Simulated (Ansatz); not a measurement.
Relaxing C

Method: DFT r2SCAN, scalar-relativistic, plane waves, PAW (Ansatz). Cutoff 500 eV, Γ-centred k mesh, Gaussian smearing, no spin polarisation in the final step.

C was placed on the omega structure type (P6/mmm, No. 191), at a guessed volume.

```xyz
3
Lattice="4.1528 0.0000 0.0000 -2.0764 3.5964 0.0000 0.0000 0.0000 2.5458" Properties=species:S:1:pos:R:3 pbc="T T T"
C     0.0000    0.0000    0.0000
C     0.0000    2.3976    1.2729
C     2.0764    1.1988    1.2729
```

Cell and atoms relax at zero pressure; the relaxation can't lower the symmetry of the start. After a coarse first stage the cell is made exact in the group found at 0.06 Å.

Energies count from the standard state of C at the same level.

What does it relax into?

It keeps P6/mmm (No. 191), but not the shape of the type it started on. Conventional cell: a = 6.191 Å, c = 1.275 Å. Around C on Wyckoff site a (1 atom of the primitive cell) lie 2 C at 1.27 Å; C on Wyckoff site d (2 atoms of the primitive cell) has 2 C at 1.27 Å.

Space group P6/mmm (No. 191). a = 6.191 Å, b = 6.191 Å, c = 1.275 Å, α = 90.00°, β = 90.00°, γ = 120.00°
| atom | site | symmetry | x | y | z |
| --- | --- | --- | --- | --- | --- |
| C | 1a | 6/mmm | 0.0000 | 0.0000 | 0.0000 |
| C | 2d | -6m2 | 0.3333 | 0.6667 | 0.5000 |

What are its volume, energy, density and gap?

The volume per atom is 14.1 Å³ and the density is 1.4 g/cm³. The energy over the standard structure is 1.03 eV/atom and the gap on the 9×9×36 mesh is 0 eV (a metal).

The final run used a 9×9×36 mesh on its 3-atom cell and 0.10 eV smearing. For metals, differences of a few meV/atom aren't resolved. Weakly bound directions are ill-defined at this level, which has no dispersion term. A structure relaxed within its symmetry needn't be a true minimum. The steps took of the order of 9 core-minutes in all.